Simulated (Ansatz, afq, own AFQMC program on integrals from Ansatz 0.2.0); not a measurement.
**NHO (triplet): AFQMC on the coupled-cluster ladder at angle O2–N1–H3 = 72.2°, cc-pVDZ**

How near does AFQMC come to the top of the ladder for NHO (triplet)?

Computed with Ansatz 0.2.0, Gaussian basis, and an in-house AFQMC program (afq) on its integrals; all values are calculated. Level: cc-pVDZ, frozen cores.

Plan: PBE (unrestricted); r2SCAN (unrestricted); PBE0 (unrestricted); B3LYP (unrestricted); wB97M-V (unrestricted); B2PLYP (unrestricted); CCSD(T) on UHF; CCSDT(Q) on UHF; Phaseless AFQMC, CISD trial on UHF; Phaseless AFQMC, single-determinant trial on UHF; Free-projection AFQMC, CISD trial on UHF.

## (1) The system

The geometry derives from a PBE0/def2-TZVP stationary point (not a proven minimum). One angle is set to the value named; bond lengths are kept.

3 atoms, charge 0, spin multiplicity 3.

Atoms are counted from 1 here; the program's logs count them from 0.

Bond lengths: N1–O2 1.213 Å, N1–H3 1.028 Å. Angles: O2–N1–H3 72.2°.

## (2) PBE (unrestricted)

The input, in.yaml:

```yaml
crystal:
  periodic: [false, false, false]
  atoms:
    - {symbol: N, position_ang: [0.000000, -0.371564, 0.517159]}
    - {symbol: O, position_ang: [0.000000, 0.286141, -0.502127]}
    - {symbol: H, position_ang: [0.000000, 0.621374, 0.783821]}
basis:
  gaussian: {orbitals: cc-pVDZ}
magnetization: {spin_polarized: true, initial_magnetization: 2}
hamiltonian: {xc: {name: PBE}}
output: {orbitals: {seedname: orbitals}}
```

The run is started by

```
> ansatz run in.yaml --threads 1 --pin off --events-out ev --progress --plain --max-ram 1382MiB
```

Standard output:

```text
Functional definition: PBE
  name "PBE"
  cite "Perdew, Burke & Ernzerhof, Phys. Rev. Lett. 77, 3865 (1996) doi:10.1103/PhysRevLett.77.3865"
  parent pbe
  parameter kappa = 0.804
  parameter beta = 0.06672455060314922
  exchange = pbe_x(kappa = kappa, mu = beta*pi^2/3)
  correlation = pbe_c(beta = beta)
391 factors; their error is unknown
mean field evaluation 1: about -3543.2157 eV, gradient 2.0e1 eV
mean field evaluation 2: about -3541.7486 eV, gradient 2.7e1 eV
mean field evaluation 4: about -3544.8786 eV, gradient 1.2e0 eV
mean field evaluation 8: about -3544.8632 eV, gradient 9.8e-3 eV
mean field -3544.86319780 eV, -130.2713197247 hartree, gradient 1.2e-5 eV, S^2 2.003251; 0 other end points of the search recorded, 0 dependent functions left out
reference -3544.86321111 eV, -130.2713202138 hartree; 9, 7 occupied and 24, 26 virtual orbitals, 391 factors
Total energy: -3544.86321111 eV, -130.2713202138 hartree
```

It took 0.3 s on 1 thread of Intel Xeon 6975P-C (Granite Rapids), shared host.

From the report: ⟨S²⟩ of the determinant 2.003 (pure triplet: 2.00).

## (3) r2SCAN (unrestricted)

in.yaml, as its differences from that of step 2:

```diff
@@ -9,3 +9,2 @@
 magnetization: {spin_polarized: true, initial_magnetization: 2}
-hamiltonian: {xc: {name: PBE}}
-output: {orbitals: {seedname: orbitals}}
+hamiltonian: {xc: {name: r2SCAN}}
```

The command is unchanged.

Standard output:

```text
Functional definition: r2SCAN
  name "r2SCAN"
  cite "Furness, Kaplan, Ning, Perdew & Sun, J. Phys. Chem. Lett. 11, 8208 (2020) doi:10.1021/acs.jpclett.0c02405"
  cite "Furness, Kaplan, Ning, Perdew & Sun, J. Phys. Chem. Lett. 11, 9248 (2020) doi:10.1021/acs.jpclett.0c03077"
  parent r2scan
  parameter k0 = 0.174
  parameter k1 = 0.065
  parameter a1 = 4.9479
  exchange = r2scan_x(k0 = k0, k1 = k1, a1 = a1)
  correlation = r2scan_c
391 factors; their error is unknown
mean field evaluation 1: about -3545.6153 eV, gradient 1.7e1 eV
mean field evaluation 2: about -3545.2405 eV, gradient 2.0e1 eV
mean field evaluation 4: about -3546.9079 eV, gradient 1.3e0 eV
mean field evaluation 8: about -3546.8967 eV, gradient 1.6e-2 eV
mean field -3546.89667865 eV, -130.3460487673 hartree, gradient 4.2e-5 eV, S^2 2.007908; 0 other end points of the search recorded, 0 dependent functions left out
reference -3546.89668233 eV, -130.3460489026 hartree; 9, 7 occupied and 24, 26 virtual orbitals, 391 factors
Total energy: -3546.89668233 eV, -130.3460489026 hartree
```

It took 0.54 s on 1 thread of Intel Xeon 6975P-C (Granite Rapids), shared host.

From the report: ⟨S²⟩ of the determinant 2.008 (pure triplet: 2.00).

## (4) PBE0 (unrestricted)

in.yaml, as its differences from that of step 3:

```diff
@@ -9,2 +9,3 @@
 magnetization: {spin_polarized: true, initial_magnetization: 2}
-hamiltonian: {xc: {name: r2SCAN}}
+hamiltonian: {xc: {name: PBE0}}
+output: {orbitals: {seedname: orbitals}}
```

Launched as before.

Standard output:

```text
Functional definition: PBE0
  name "PBE0"
  cite "Adamo & Barone, J. Chem. Phys. 110, 6158 (1999) doi:10.1063/1.478522"
  cite "Perdew, Burke & Ernzerhof, Phys. Rev. Lett. 77, 3865 (1996) doi:10.1103/PhysRevLett.77.3865"
  parent pbe
  parameter a = 0.25
  parameter kappa = 0.804
  parameter beta = 0.06672455060314922
  exchange = (1 - a)*pbe_x(kappa = kappa, mu = beta*pi^2/3) + a*exact_x
  correlation = pbe_c(beta = beta)
310 factors; integrals over basis functions are off by at most 1.4e-3 eV
mean field evaluation 1: about -3543.8945 eV, gradient 1.5e1 eV
mean field evaluation 2: about -3544.1653 eV, gradient 1.3e1 eV
mean field evaluation 4: about -3544.8097 eV, gradient 1.2e0 eV
mean field evaluation 8: about -3544.8147 eV, gradient 1.2e-2 eV
mean field evaluation 16: about -3544.8147 eV, gradient 3.7e-5 eV
mean field -3544.81471521 eV, -130.2695380221 hartree, gradient 3.7e-5 eV, S^2 2.007079; 0 other end points of the search recorded, 0 dependent functions left out
reference -3544.81472486 eV, -130.2695383769 hartree; 9, 7 occupied and 24, 26 virtual orbitals, 310 factors
Total energy: -3544.81472486 eV, -130.2695383769 hartree
```

Wall time 0.3 s (1 thread of Intel Xeon 6975P-C (Granite Rapids), shared host).

From the report: ⟨S²⟩ of the determinant 2.007 (pure triplet: 2.00).

## (5) B3LYP (unrestricted)

in.yaml, as its differences from that of step 4:

```diff
@@ -9,3 +9,2 @@
 magnetization: {spin_polarized: true, initial_magnetization: 2}
-hamiltonian: {xc: {name: PBE0}}
-output: {orbitals: {seedname: orbitals}}
+hamiltonian: {xc: {name: B3LYP}}
```

Same command.

Standard output (excerpt; [...] marks lines left out):

```text
Functional definition: B3LYP
  name "B3LYP"
  cite "Stephens, Devlin, Chabalowski & Frisch, J. Phys. Chem. 98, 11623 (1994) doi:10.1021/j100096a001"
  cite "Becke, Phys. Rev. A 38, 3098 (1988) doi:10.1103/PhysRevA.38.3098"
  cite "Lee, Yang & Parr, Phys. Rev. B 37, 785 (1988) doi:10.1103/PhysRevB.37.785"
  cite "Vosko, Wilk & Nusair, Can. J. Phys. 58, 1200 (1980) doi:10.1139/p80-159"
[...]
310 factors; integrals over basis functions are off by at most 1.4e-3 eV
[...]
mean field -3548.51405954 eV, -130.4054864188 hartree, gradient 2.2e-5 eV, S^2 2.006305; 0 other end points of the search recorded, 0 dependent functions left out
reference -3548.51416889 eV, -130.4054904375 hartree; 9, 7 occupied and 24, 26 virtual orbitals, 310 factors
Total energy: -3548.51416889 eV, -130.4054904375 hartree
```

Wall time 0.3 s (1 thread of Intel Xeon 6975P-C (Granite Rapids), shared host).

From the report: ⟨S²⟩ of the determinant 2.006 (pure triplet: 2.00).

## (6) wB97M-V (unrestricted)

in.yaml, as its differences from that of step 5:

```diff
@@ -9,2 +9,3 @@
 magnetization: {spin_polarized: true, initial_magnetization: 2}
-hamiltonian: {xc: {name: B3LYP}}
+hamiltonian: {xc: {name: wB97M-V}}
+output: {orbitals: {seedname: orbitals}}
```

The command is unchanged.

Standard output (excerpt; [...] marks lines left out):

```text
Functional definition: wB97M-V
  name "wB97M-V"
  cite "Mardirossian & Head-Gordon, J. Chem. Phys. 144, 214110 (2016) doi:10.1063/1.4952647"
  cite "Becke, J. Chem. Phys. 107, 8554 (1997) doi:10.1063/1.475007"
  cite "Vydrov & Van Voorhis, J. Chem. Phys. 133, 244103 (2010) doi:10.1063/1.3521275"
  # Of w^i u^j: cxij and so on, Table III.
[...]
  gx(w, u) = 1 - cx + cx01*u + cx10*w
  gss(w, u) = css00 + css04*u^4 + css10*w + css20*w^2 + css43*w^4*u^3
  gos(w, u) = cos00 + cos10*w + (cos20 + cos21*u)*w^2 + (cos60 + cos61*u)*w^6
[...]
      + integral(e_c_pw_mod_opposite_spin*gos(b97_w_opposite, b97_u_opposite)) + vv10(b, c)
310 factors; integrals over basis functions are off by at most 1.4e-3 eV
75 factors; integrals over basis functions are off by at most 6.1e-6 eV
[...]
mean field -3547.42081041 eV, -130.3653102545 hartree, gradient 3.7e-5 eV, S^2 2.005672; 0 other end points of the search recorded, 0 dependent functions left out
reference -3547.42082594 eV, -130.3653108250 hartree; 9, 7 occupied and 24, 26 virtual orbitals, 310 factors
Total energy: -3547.42082594 eV, -130.3653108250 hartree
```

It took 0.99 s on 1 thread of Intel Xeon 6975P-C (Granite Rapids), shared host.

From the report: ⟨S²⟩ of the determinant 2.006 (pure triplet: 2.00).

## (7) B2PLYP (unrestricted)

in.yaml, as its differences from that of step 6:

```diff
@@ -9,3 +9,3 @@
 magnetization: {spin_polarized: true, initial_magnetization: 2}
-hamiltonian: {xc: {name: wB97M-V}}
-output: {orbitals: {seedname: orbitals}}
+hamiltonian: {xc: {name: B2PLYP}}
+correlation: {electrons: outside_noble_gas}
```

The command is unchanged.

Standard output (excerpt; [...] marks lines left out):

```text
Functional definition: B2PLYP
  name "B2PLYP"
  cite "Grimme, J. Chem. Phys. 124, 034108 (2006) doi:10.1063/1.2148954"
  cite "Becke, Phys. Rev. A 38, 3098 (1988) doi:10.1103/PhysRevA.38.3098"
  cite "Lee, Yang & Parr, Phys. Rev. B 37, 785 (1988) doi:10.1103/PhysRevB.37.785"
[...]
310 factors; integrals over basis functions are off by at most 1.4e-3 eV
[...]
mean field -3542.57179999 eV, -130.1871124081 hartree, gradient 4.3e-6 eV, S^2 2.013671; 0 other end points of the search recorded, 0 dependent functions left out
2 core orbitals not correlated: weight in the atoms' cores, before any rotation towards them, 1.000 or more for the frozen orbitals, at most 0.000 for the correlated occupied ones
reference -3542.57186869 eV, -130.1871149331 hartree; 7, 5 occupied and 24, 26 virtual orbitals, 310 factors
second order -10.45039181 eV of doubles, -0.00000000 eV of singles
Total energy: -3545.39347448 eV, -130.2908070333 hartree
```

Run time: 0.39 s. Hardware: 1 thread of Intel Xeon 6975P-C (Granite Rapids), shared host.

From the report: ⟨S²⟩ of the determinant 2.014 (pure triplet: 2.00).

## (8) CCSD(T) on UHF

in.yaml, as its differences from that of step 7:

```diff
@@ -9,3 +9,2 @@
 magnetization: {spin_polarized: true, initial_magnetization: 2}
-hamiltonian: {xc: {name: B2PLYP}}
-correlation: {electrons: outside_noble_gas}
+correlation: {method: ccsd_t, electrons: outside_noble_gas, hamiltonian_folder: ham}
```

The command is unchanged.

Standard output (excerpt; [...] marks lines left out):

```text
Functional definition: HF
  name "HF"
  cite "Fock, Z. Phys. 61, 126 (1930) doi:10.1007/BF01340294"
  parent pbe
[...]
310 factors; integrals over basis functions are off by at most 1.4e-3 eV
[...]
mean field -3530.69050941 eV, -129.7504830327 hartree, gradient 1.5e-6 eV, S^2 2.028148; 0 other end points of the search recorded, 0 dependent functions left out
2 core orbitals not correlated: weight in the atoms' cores, before any rotation towards them, 1.000 or more for the frozen orbitals, at most 0.000 for the correlated occupied ones
reference -3530.69050941 eV, -129.7504830327 hartree; 7, 5 occupied and 24, 26 virtual orbitals, 310 factors
second order -8.31122984 eV of doubles, -0.00000000 eV of singles
cycle   1  -8.49119165 eV  change   -1.8e-1 eV  update   7.7e-2
[...]
cycle  11  -8.86902515 eV  change    2.8e-6 eV  update   7.6e-6
perturbative correction -0.24143596 eV, -0.0088726079 hartree
Total energy: -3539.80097052 eV, -130.0852863032 hartree
```

Run time: 0.42 s. Hardware: 1 thread of Intel Xeon 6975P-C (Granite Rapids), shared host.

From the report: ⟨S²⟩ of the determinant 2.028 (pure triplet: 2.00); correlation -9.1105 eV; T1 0.029; largest double amplitude 0.05.

This run also writes the integrals to the folder ham.

## (9) CCSDT(Q) on UHF

in.yaml, as its differences from that of step 8:

```diff
@@ -9,2 +9,2 @@
 magnetization: {spin_polarized: true, initial_magnetization: 2}
-correlation: {method: ccsd_t, electrons: outside_noble_gas, hamiltonian_folder: ham}
+correlation: {method: ccsdt_q, electrons: outside_noble_gas}
```

Launched as before.

Standard output (excerpt; [...] marks lines left out):

```text
Functional definition: HF
  name "HF"
  cite "Fock, Z. Phys. 61, 126 (1930) doi:10.1007/BF01340294"
  parent pbe
[...]
584 factors; integrals over basis functions are off by at most 1.5e-7 eV
[...]
mean field -3530.69057346 eV, -129.7504853868 hartree, gradient 1.5e-6 eV, S^2 2.028148; 0 other end points of the search recorded, 0 dependent functions left out
2 core orbitals not correlated: weight in the atoms' cores, before any rotation towards them, 1.000 or more for the frozen orbitals, at most 0.000 for the correlated occupied ones
reference -3530.69057346 eV, -129.7504853868 hartree; 7, 5 occupied and 24, 26 virtual orbitals, 584 factors
second order -8.31124150 eV of doubles, -0.00000000 eV of singles
cycle   1  -8.49118688 eV  change   -1.8e-1 eV  update   8.5e-2
[...]
cycle  15  -9.12346529 eV  change    3.4e-7 eV  update   8.1e-7
perturbative correction -0.02832453 eV, -0.0010409074 hartree
Total energy: -3539.84236329 eV, -130.0868074596 hartree
```

Wall time 8.5 s (1 thread of Intel Xeon 6975P-C (Granite Rapids), shared host); peak memory 0.29 GiB.

From the report: ⟨S²⟩ of the determinant 2.028 (pure triplet: 2.00); correlation -9.1518 eV; T1 0.029; largest double amplitude 0.06.

## (10) Phaseless AFQMC, CISD trial on UHF

It reads the integrals that the CCSD(T) run on this determinant wrote.

The run is started by

```
> afq ham --method phaseless --trial cisd --walkers 60 --populations 1 --least-time 40 --time-step 0.005 --steps-per-block 50 --equilibration-blocks 28 --max-blocks 300 --target-error 0.00042 --factor-cut 1e-05 --start spin_pure --seed 3393 --release-times 0.24,0.51,0.99,1.62,2.4 --release-step 0.03 --release-every 4 --taylor-order 6
```

Standard output:

```text
orbitals 31  electrons 7 5  factors 238 of 310
reference energy -129.75048303 Eh
CCSD correlation -0.32593059 Eh in 11 cycles, weight of the determinant in the CISD state 0.8908
energy of the start -130.074973 Eh
 block  time / (1/Eh)  mean weight  energy / Eh
     1     0.250  0.9959  -130.072110
     2     0.500  1.0012  -130.076925
     3     0.750  1.0032  -130.083242
     4     1.000  1.0009  -130.077440
     5     1.250  0.9997  -130.078949
     6     1.500  1.0036  -130.085409
     7     1.750  0.9984  -130.084654
     8     2.000  1.0029  -130.090629
     9     2.250  1.0022  -130.086290
    10     2.500  1.0001  -130.084546
    17     4.250  1.0025  -130.083172
    25     6.250  0.9955  -130.080634
    33     8.250  1.0014  -130.084389
    41    10.250  1.0001  -130.090394
    49    12.250  0.9991  -130.093486
    57    14.250  1.0014  -130.079055
    65    16.250  1.0025  -130.078752
    73    18.250  1.0015  -130.084684
    81    20.250  1.0001  -130.084348
    89    22.250  0.9985  -130.079604
    97    24.250  1.0006  -130.087256
   105    26.250  0.9995  -130.082599
   113    28.250  0.9998  -130.084306
   121    30.250  1.0017  -130.078420
   129    32.250  1.0000  -130.083052
   137    34.250  1.0010  -130.079381
   145    36.250  1.0032  -130.084313
   153    38.250  0.9991  -130.082193
   161    40.250  0.9953  -130.081642
   169    42.250  1.0022  -130.088956
   177    44.250  0.9961  -130.098793
   185    46.250  1.0012  -130.097557
   193    48.250  1.0002  -130.080492
   201    50.250  0.9976  -130.097722
   209    52.250  0.9995  -130.083636
   217    54.250  0.9965  -130.091545
   225    56.250  0.9985  -130.090520
   233    58.250  0.9991  -130.095370
   241    60.250  0.9994  -130.081196
   249    62.250  1.0007  -130.080152
   257    64.250  1.0006  -130.083111
   265    66.250  1.0003  -130.084454
   273    68.250  0.9994  -130.094483
   281    70.250  1.0015  -130.099867
   289    72.250  0.9996  -130.085593
   297    74.250  0.9995  -130.082173
   305    76.250  0.9978  -130.092770
   313    78.250  1.0002  -130.086712
   321    80.250  1.0020  -130.081117
blocks merged  error / Eh  count
     1  0.000414  300
     2  0.000495  150
     4  0.000559  75
     8  0.000595  37
    16  0.000626  18
    32  0.000639  9
released: time / (1/Eh)  energy / Eh  error  mean overlap
  0.24  -130.086230  0.000532  1.0049
  0.51  -130.086773  0.000538  0.9979
  0.99  -130.086440  0.000568  1.0014
  1.62  -130.085805  0.000584  1.0235
  2.40  -130.086112  0.000913  1.0112
energy -130.085900 +/- 0.000626 Eh
```

Wall time 3.7 min (1 thread of Intel Xeon 6975P-C (Granite Rapids), shared host).

Energy -3539.8177 ± 0.0170 eV. Caveats: constraint bias not in the error.

## (11) Phaseless AFQMC, single-determinant trial on UHF

It reads the integrals that the CCSD(T) run on this determinant wrote.

The run is started by

```
> afq ham --method phaseless --trial hf --walkers 120 --populations 1 --least-time 40 --time-step 0.005 --steps-per-block 20 --equilibration-blocks 112 --max-blocks 600 --target-error 0.00126 --factor-cut 1e-05 --start spin_pure --seed 1300 --taylor-order 6
```

Standard output:

```text
orbitals 31  electrons 7 5  factors 238 of 310
reference energy -129.75048303 Eh
CCSD correlation -0.32593059 Eh in 11 cycles, weight of the determinant in the CISD state 0.8908
energy of the start -129.751305 Eh
 block  time / (1/Eh)  mean weight  energy / Eh
     1     0.100  1.0017  -129.846568
     2     0.200  1.0014  -129.916830
     3     0.300  1.0014  -129.978979
     4     0.400  1.0053  -130.019156
     5     0.500  1.0013  -130.024600
     6     0.600  1.0031  -130.059621
     7     0.700  0.9989  -130.062460
     8     0.800  1.0021  -130.087826
     9     0.900  1.0006  -130.055651
    10     1.000  0.9991  -130.064718
    18     1.800  0.9994  -130.050719
    35     3.500  1.0011  -130.039407
    52     5.200  1.0010  -130.063143
    69     6.900  1.0007  -130.085937
    86     8.600  0.9983  -130.074766
   103    10.300  0.9983  -130.085881
   120    12.000  1.0008  -130.081379
   137    13.700  0.9978  -130.157778
   154    15.400  0.9982  -130.104204
   171    17.100  1.0016  -130.129390
   188    18.800  0.9987  -130.084565
   205    20.500  0.9998  -130.103281
   222    22.200  0.9966  -130.042698
   239    23.900  0.9981  -130.075031
   256    25.600  0.9984  -130.107924
   273    27.300  1.0012  -130.101869
   290    29.000  0.9991  -130.043605
   307    30.700  1.0000  -130.106659
   324    32.400  1.0003  -130.131141
   341    34.100  0.9985  -130.088654
   358    35.800  0.9991  -130.095267
   375    37.500  1.0005  -130.077319
   392    39.200  1.0010  -130.088795
   409    40.900  0.9983  -130.116006
   426    42.600  1.0028  -130.093184
   443    44.300  0.9985  -130.101745
   460    46.000  1.0020  -130.131555
   477    47.700  0.9990  -130.094244
   494    49.400  1.0009  -130.032215
   511    51.100  0.9988  -130.056377
   528    52.800  0.9984  -130.052281
   545    54.500  1.0016  -130.100581
   562    56.200  1.0026  -130.078786
   579    57.900  0.9975  -130.030971
   596    59.600  1.0002  -130.125245
   613    61.300  1.0027  -130.049064
   630    63.000  0.9986  -130.151898
   647    64.700  0.9991  -130.123016
   664    66.400  1.0006  -130.102977
   681    68.100  0.9942  -130.069728
   698    69.800  1.0000  -130.093733
blocks merged  error / Eh  count
     1  0.001192  600
     2  0.001560  300
     4  0.001985  150
     8  0.002331  75
    16  0.002375  37
    32  0.002584  18
    64  0.001742  9
energy -130.084552 +/- 0.002584 Eh
```

It took 2.2 min on 1 thread of Intel Xeon 6975P-C (Granite Rapids), shared host.

Energy -3539.7810 ± 0.0703 eV. Caveats: constraint bias not in the error; error above the target.

## (12) Free-projection AFQMC, CISD trial on UHF

It reads the integrals that the CCSD(T) run on this determinant wrote.

The run is started by

```
> afq ham --method free --trial cisd --walkers 60 --time-step 0.03 --max-blocks 80 --target-error 0.00042 --factor-cut 1e-05 --seed 6356 --times 0,0.21,0.42,0.81,1.2,1.8,2.4,3 --taylor-order 8
```

Standard output:

```text
orbitals 31  electrons 7 5  factors 238 of 310
reference energy -129.75048303 Eh
CCSD correlation -0.32593059 Eh in 11 cycles, weight of the determinant in the CISD state 0.8908
repeat  energy at the last time / Eh  error
    10  -130.085169  0.001452
    20  -130.087843  0.002197
    30  -130.087330  0.001722
    40  -130.087356  0.001446
    50  -130.086876  0.001216
    60  -130.086490  0.001094
    70  -130.087148  0.001010
    80  -130.087180  0.000929
time / (1/Eh)  energy / Eh  error  mean overlap
  0.00  -130.076254  0.000335  1.1216
  0.21  -130.082443  0.000329  1.1227
  0.42  -130.084786  0.000335  1.1169
  0.81  -130.086502  0.000469  1.1156
  1.20  -130.086751  0.000469  1.1192
  1.80  -130.086425  0.000646  1.1235
  2.40  -130.086547  0.000661  1.1353
  3.00  -130.087180  0.000929  1.1311
energy -130.087180 +/- 0.000929 Eh
```

Run time: 2.1 min. Hardware: 1 thread of Intel Xeon 6975P-C (Granite Rapids), shared host.

Energy -3539.8525 ± 0.0253 eV. Caveats: remainder of the start not in the error; error above the target.

## (13) All levels side by side

On the UHF determinant, counted from CCSDT(Q) (a yardstick, not exact):

| level | energy (eV) | from CCSDT(Q) (kJ/mol) | statistical error (kJ/mol) | time |
| --- | --- | --- | --- | --- |
| HF | -3530.6905 | +883.0 |  |  |
| MP2 | -3539.0017 | +81.1 |  |  |
| CCSD | -3539.5595 | +27.3 |  |  |
| CCSD(T) | -3539.8010 | +4.0 |  |  |
| CCSDT(Q) | -3539.8424 | 0.0 |  |  |
| Phaseless AFQMC, CISD trial, step 0.005, 60 walkers | -3539.8177 | +2.4 | 1.6 | 3.7 min |
| Phaseless AFQMC, single-determinant trial, step 0.005, 120 walkers | -3539.7810 | +5.9 | 6.8 | 2.2 min |
| Free-projection AFQMC, CISD trial, step 0.03, 60 walkers | -3539.8525 | -1.0 | 2.4 | 2.1 min |

The functionals' totals stand on their own zeros and serve differences with other points: PBE -3544.863 eV; r2SCAN -3546.897 eV; PBE0 -3544.815 eV; B3LYP -3548.514 eV; wB97M-V -3547.421 eV; B2PLYP -3545.393 eV.

## (14) Summary of results

```
                                                      quantity              value
                                  CCSD(T) on UHF from CCSDT(Q)        +4.0 kJ/mol
              Phaseless AFQMC, CISD trial on UHF from CCSDT(Q)  +2.4 ± 1.6 kJ/mol
Phaseless AFQMC, single-determinant trial on UHF from CCSDT(Q)  +5.9 ± 6.8 kJ/mol
        Free-projection AFQMC, CISD trial on UHF from CCSDT(Q)  -1.0 ± 2.4 kJ/mol
```

What this shows: On UHF the phaseless walk with the CISD trial lies +2.4 kJ/mol from CCSDT(Q), within three error bars. Free projection has no constraint; at the last time it gives -1.0 ± 2.4 kJ/mol, and from a start that isn't spin pure other spins can mix in. Error bars are statistical and leave out the constraint, the time step and what remains of the start.
